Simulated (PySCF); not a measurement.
Molecule (SMILES): FCl (F-Cl).
Geometry (B3LYP-D3(BJ)/def2-TZVP, fixed):
```
F
Cl 1 1.6409
```

Basis-set convergence of the mean static polarisability at HF with PySCF. All functions are spherical. Density fitting with generated auxiliary sets. No added dispersion term, no relativity. Reference: the value in aug-cc-pV(5+d)Z, 17.66 bohr³.

```
basis              functions  mean static polarisability (bohr³)
-----------------  ---------  ----------------------------------
STO-3G                    14                                 [?]
pcseg-1                   32                                 [?]
6-31+G*                   40                                 [?]
pcseg-2                   64                               11.62
def2-TZVP                 68                               12.94
6-311++G(3df,3pd)         86                                 [?]
cc-pV(Q+d)Z              119                               15.22
def2-QZVPPD              145                               17.65
aug-cc-pV(Q+d)Z          169                               17.64
```

Question: Complete the blanks.

Answer: 
- STO-3G, mean static polarisability (bohr³): 4.04
- pcseg-1, mean static polarisability (bohr³): 10.83
- 6-31+G*, mean static polarisability (bohr³): 12.36
- 6-311++G(3df,3pd), mean static polarisability (bohr³): 16.71
